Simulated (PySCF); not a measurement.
Below is a simulated gas-phase C 1s photoelectron spectrum of fulvene, `C=C1C=CC=C1`.

Every computed line was given a Gaussian of 0.5 eV full width at half maximum and an area set by the number of equivalent atoms; the highest printed point is 100. Theory: PySCF, delta-SCF UKS SCAN, pcX-2 on the ionised atom, pcseg-1 elsewhere, spin-free X2C.

binding energy (eV), intensity and a bar:
```
    289.2          1 
    289.3          2 #
    289.4          6 ##
    289.5         16 #####
    289.6         32 ##########
    289.7         55 ################
    289.8         78 ########################
    289.9         95 #############################
    290.0        100 ##############################
    290.1         93 ############################
    290.2         79 ########################
    290.3         63 ###################
    290.4         49 ###############
    290.5         39 ############
    290.6         34 ##########
    290.7         32 ##########
    290.8         32 #########
    290.9         29 #########
    291.0         22 #######
    291.1         14 ####
    291.2          7 ##
    291.3          3 #
    291.4          1 
    291.5          0 
    291.6          0
```

Problem. How many maxima does the curve show, and how many computed lines lie under it?

Solution. The curve has 1 maximum (at 290.0 eV). Under it lie 4 lines from 4 inequivalent carbon sites. At this width some lines have no maximum of their own.

Problem. Decompose the envelope and assign each component. Numbering: `[CH2:1]=[C:2]1[CH:3]=[CH:4][CH:5]=[CH:6]1`.

Solution. 
```
position (eV)  relative area  line  atoms                      environment
       289.85              2  C 1s  C3/C6                 alkene CH carbon
       290.07              2  C 1s  C4/C5                 alkene CH carbon
       290.40              1  C 1s     C1             terminal =CH2 carbon
       290.85              1  C 1s     C2  fully substituted alkene carbon
```

Problem. What are the centre and the root-mean-square width of the whole band?

Solution. The area-weighted mean of the lines is 290.18 eV. Their own spread about it is 0.35 eV (rms) and each Gaussian has σ = 0.5/2.355 = 0.21 eV; the variances add, which gives 0.41 eV.

Lowest listed C 1s: C3/C6, bonded to C (double bond), C and H. Highest, 1.00 eV above it: C2, bonded to C (double bond) and 2 C. Summing the Pauling electronegativity differences to the bonded atoms, each weighted by its formal bond order, gives -0.35 for the lowest site and 0.00 for the highest; no listed site has a larger sum than the highest. The smallest sum, -0.70, belongs to C1, 0.55 eV above the lowest.

Shake-up satellites, vibrational structure and lifetime widths aren't simulated. The first atom of each set that the bonding makes equivalent was ionised and stands for the set. Spin contamination (⟨S²⟩ against 0.75 for a pure doublet) is marked for C 1s of C2 (0.91) and C 1s of C4/C5 (0.86), which makes these values less certain. Isolated species at its PBE0-D3(BJ)/def2-SVP geometry, gas phase.
